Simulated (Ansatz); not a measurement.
## Ansatz (development build ahead of 0.2.0) run

```yaml
crystal:
  periodic: [false, false, false]
  atoms:
    - { symbol: C, position_ang: [0.0, 0.0, -0.6043] }
    - { symbol: C, position_ang: [0.0, 0.0, 1.8128] }
    - { symbol: H, position_ang: [0.0, 0.0, -1.6792] }
    - { symbol: H, position_ang: [0.0, 0.0, 2.8878] }
basis:
  gaussian: { orbitals: pcseg-2 }
magnetization:
  spin_polarized: true
hamiltonian:
  xc: pbe0
```

The input is written out in the form of the current development build from the run's settings.

Results

| Quantity | Value |
| --- | --- |
| Converged | yes |
| Total energy | -76.86800 hartree |
| Spin squared of the determinant | 2.509 |
| Stability test | minimum |

Caution: the unrestricted determinant is a mixture of spin states.
